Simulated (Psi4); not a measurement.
**CCSD/def2-SVP (sweep point 4) run of H2O2 (hydrogen peroxide)**

Aim: the vertical ionisation energy of H2O2 (hydrogen peroxide) at CCSD/def2-SVP (sweep point 4), from 2 runs. Input form: a Python script.

The results are computed with Psi4 1.11.

4 further runs of the same task are left out: 4 set aside as unsound or not needed.

### 1 The structure to begin with

H2O2 has 4 atoms, charge 0, and is taken as a singlet. SMILES: `OO`. The coordinates come from a PBE0-D4/def2-TZVP relaxation.

Bond lengths: O1–O2 1.426 Å, O1–H3 0.965 Å, O2–H4 0.965 Å. Angles: O1–O2–H4 101.1°, O2–O1–H3 101.1°.

### 2 A single-point energy at CCSD/def2-SVP (sweep point 4)

Contents of run.py:

```python
import psi4

psi4.set_memory('1600 MB')
psi4.set_num_threads(1)
psi4.core.set_output_file('output.dat', False)

mol = psi4.geometry("""
0 1
O     -0.486800    -0.581100     0.030600
O      0.048300     0.728400     0.206900
H      0.186400    -1.117000     0.467400
H      0.252100     0.969800    -0.704900
units angstrom
symmetry c1
""")

options = {'basis': 'def2-SVP', 'puream': True, 'scf_type': 'pk', 'num_frozen_docc': 2, 'd_convergence': 1e-05, 'e_convergence': 1e-05}
psi4.set_options(options)

e = psi4.energy("ccsd")
print('E =', round(e, 9))
```

Command:

```
$ python run.py
```

output.dat, shortened:

```text
[...]
  Running in c1 symmetry.
[...]
  Nuclear repulsion =   37.283118773714371
[...]
  Multiplicity = 1
[...]
  Nalpha       = 9
  Nbeta        = 9
[...]
    Number of basis functions: 38
[...]
   @RHF iter   1:  -150.60642377110193   -7.07712e-01   8.02928e-03 ADIIS/DIIS
[...]
   @RHF iter   6:  -150.65095860766041   -2.00859e-06   8.00910e-06 DIIS
[...]
    Orbital Energies [Eh]
    ---------------------
    Doubly Occupied:
       1A    -20.616662     2A    -20.616469     3A     -1.463816
       4A     -1.184500     5A     -0.716317     6A     -0.707053
       7A     -0.611571     8A     -0.511064     9A     -0.478543
[...]
  @RHF Final Energy:  -150.65095860766041
   => Energetics <=
    Nuclear Repulsion Energy =             37.2831187737143708
    One-Electron Energy =                -282.0562273727037450
    Two-Electron Energy =                  94.1221499913289676
    Total Energy =                       -150.6509586076604137
[...]
 Multipole Moments:
 ------------------------------------------------------------------------------------
     Multipole            Electronic (a.u.)      Nuclear  (a.u.)        Total (a.u.)
 ------------------------------------------------------------------------------------
 L = 1.  Multiply by 2.5417464519 to convert [e a0] to [Debye]
 Dipole X            :         -0.1030211            0.7731780            0.6701569
 Dipole Y            :          0.0346186           -0.2596362           -0.2250175
 Dipole Z            :          0.0558146           -0.4187680           -0.3629534
 Magnitude           :                                                    0.7946561
[...]
      * MP2 total energy                      = -151.034289141910818
[...]
      * CCSD total energy                     = -151.048911305669094
```

On the terminal:

```text
E = -151.048911306
```

Wall time 1.8 s (1 thread of Intel Xeon 6975P-C (Granite Rapids), shared host); peak memory 0.2 GiB.

### 3 The doublet cation

Contents of h2o2.py:

```python
import psi4

psi4.set_memory('1600 MB')
psi4.set_num_threads(1)
psi4.core.set_output_file('run.log', False)

geom = psi4.geometry("""
1 2
O     -0.486800    -0.581100     0.030600
O      0.048300     0.728400     0.206900
H      0.186400    -1.117000     0.467400
H      0.252100     0.969800    -0.704900
symmetry c1
""")

psi4.set_options({
    'reference': 'uhf',
    'puream': True,
    'scf_type': 'pk',
    'num_frozen_docc': 2,
    'd_convergence': 1e-05,
    'e_convergence': 1e-05,
    'maxiter': 150,
})

result, w = psi4.energy('ccsd/def2-SVP', return_wfn=True)
print('E =', round(result, 9))
```

Command:

```
$ python h2o2.py
```

run.log, shortened:

```text
[...]
  Running in c1 symmetry.
[...]
  Nuclear repulsion =   37.283118773714371
[...]
  Multiplicity = 2
[...]
  Nalpha       = 9
  Nbeta        = 8
[...]
    Number of basis functions: 38
[...]
   @UHF iter   1:  -150.17136840639549   -2.72657e-01   9.57971e-03 DIIS/ADIIS
[...]
   @UHF iter   8:  -150.23568937624944   -6.32399e-07   3.33946e-06 DIIS
[...]
   @S^2 Observed:                7.666829261E-01
[...]
    Orbital Energies [Eh]
    ---------------------
    Alpha Occupied:
       1A    -21.095733     2A    -21.095514     3A     -1.921525
       4A     -1.638148     5A     -1.169787     6A     -1.134374
       7A     -1.063981     8A     -0.976701     9A     -0.949328
    Alpha Virtual:
      10A     -0.150014    11A     -0.099000    12A     -0.041294
      13A      0.480261    14A      0.481854    15A      0.716331
      16A      0.752655    17A      0.807840    18A      0.836835
      19A      0.895219    20A      0.915774    21A      1.076205
      22A      1.151878    23A      1.230731    24A      1.270924
      25A      1.412278    26A      1.578715    27A      2.132678
[...]
  @UHF Final Energy:  -150.23568937624944
   => Energetics <=
    Nuclear Repulsion Energy =             37.2831187737143708
    One-Electron Energy =                -274.4947079146188571
    Two-Electron Energy =                  86.9758997646550824
    Total Energy =                       -150.2356893762494110
  UHF NO Occupations:
  HONO-2 :    7  A 1.9990580
  HONO-1 :    8  A 1.9933700
[...]
 Multipole Moments:
 ------------------------------------------------------------------------------------
     Multipole            Electronic (a.u.)      Nuclear  (a.u.)        Total (a.u.)
 ------------------------------------------------------------------------------------
 L = 1.  Multiply by 2.5417464519 to convert [e a0] to [Debye]
 Dipole X            :         -0.0630913            0.7731780            0.7100867
 Dipole Y            :          0.0212303           -0.2596362           -0.2384058
 Dipole Z            :          0.0341987           -0.4187680           -0.3845693
 Magnitude           :                                                    0.8419941
[...]
      * MP2 total energy                      = -150.629584057936967
[...]
      * CCSD total energy                     = -150.635871045578426
```

The script printed:

```text
E = -150.635871046
```

Run time: 2.8 s. Hardware: 1 thread of Intel Xeon 6975P-C (Granite Rapids), shared host; peak memory 0.2 GiB.

### 4 Results

At CCSD/def2-SVP (sweep point 4), 2 core orbitals frozen:

| quantity | value |
| --- | --- |
| singlet H2O2: total energy | -151.04891 Eh |
| singlet H2O2: HOMO energy (Hartree–Fock orbitals) | -13.02 eV |
| singlet H2O2: LUMO energy (Hartree–Fock orbitals) | 4.91 eV |
| singlet H2O2: HOMO–LUMO gap (Hartree–Fock orbitals) | 17.94 eV |
| singlet H2O2: correlation energy (2 core orbitals frozen) | -398.0 mEh |
| singlet H2O2: T1 diagnostic | 0.009 |
| doublet cation: total energy | -150.63587 Eh |
| doublet cation: HOMO energy (Hartree–Fock orbitals) (highest over α and β) | -22.24 eV |
| doublet cation: LUMO energy (Hartree–Fock orbitals) (lowest over α and β) | -9.75 eV |
| doublet cation: correlation energy (2 core orbitals frozen) | -400.2 mEh |
| doublet cation: ⟨S²⟩ of the reference determinant | 0.767 |
| doublet cation: T1 diagnostic | 0.023 |
| vertical ionisation energy (to the doublet cation) | 11.239 eV |

Removing an electron at fixed nuclei costs 11.24 eV (259 kcal/mol).
